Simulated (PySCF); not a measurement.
## C2H6O3

C2H6O3 is a small molecule, neutral, singlet. The structure, one conformer, was relaxed in the gas phase by PBE0-D3(BJ)/def2-SVP. No frequency run checks that it is a minimum.

SMILES: CC(O)(O)O

```xyz
11

C    -0.246   -0.099    0.054
C     1.256    0.080   -0.007
O    -0.584   -1.436   -0.088
O    -0.672    0.397    1.280
O    -0.905    0.559   -0.997
H     1.524    1.131    0.171
H     1.618   -0.232   -0.994
H     1.730   -0.537    0.768
H    -1.269   -1.469   -0.766
H    -1.570    0.068    1.414
H    -0.851    1.506   -0.826
```
Atoms count from 1 in this order.

Shieldings: GIAO PBE0/pcSseg-2. Shifts are against computed references at the same level: C TMS (σ 184.1 ppm), H TMS (σ 31.24 ppm). Core levels by delta-SCF with SCAN, pcX-2 on the ionised atom and pcseg-1 elsewhere, spin-free X2C; from the vacuum level, for chosen atoms.

(1) Give the shieldings and core levels atom by atom.

(2) By CAM-B3LYP/def2-SVPD (TDDFT singlets, Tamm-Dancoff triplets, ionisation by delta-SCF), where does absorption start, and what does vertical ionisation take?

Answers

(1) 
```json
{"atoms": "C1", "bonded to": "1 C + 3 O", "σ (ppm)": "69.6", "δ (ppm)": "114.5", "core level (eV)": "1s 295.34"}
{"atoms": "C2", "bonded to": "1 C + 3 H", "σ (ppm)": "155.7", "δ (ppm)": "28.5", "core level (eV)": "1s 290.84"}
{"atoms": "O3", "bonded to": "1 C + 1 H", "σ (ppm)": "213.4", "δ (ppm)": "-", "core level (eV)": "1s 539.18"}
{"atoms": "O4", "bonded to": "1 C + 1 H", "σ (ppm)": "186.6", "δ (ppm)": "-", "core level (eV)": "1s 539.10"}
{"atoms": "O5", "bonded to": "1 C + 1 H", "σ (ppm)": "192.3", "δ (ppm)": "-", "core level (eV)": "1s 539.25"}
{"atoms": "H6 H7 H8", "bonded to": "1 C", "σ (ppm)": "29.77", "δ (ppm)": "1.47", "core level (eV)": "-"}
{"atoms": "H9", "bonded to": "1 O", "σ (ppm)": "28.93", "δ (ppm)": "2.32", "core level (eV)": "-"}
{"atoms": "H10", "bonded to": "1 O", "σ (ppm)": "29.53", "δ (ppm)": "1.71", "core level (eV)": "-"}
{"atoms": "H11", "bonded to": "1 O", "σ (ppm)": "29.53", "δ (ppm)": "1.71", "core level (eV)": "-"}
```

Values are those of this one static structure, with the three H of a rotating XH3 group averaged; atoms that internal rotation interchanges would show their mean in an NMR spectrum.

(2) The lowest singlet lies at 7.60 eV (f 0.012), the strongest of the first 6 at 7.86 eV (f 0.063), the lowest triplet at 7.34 eV; vertical ionisation takes 11.18 eV.
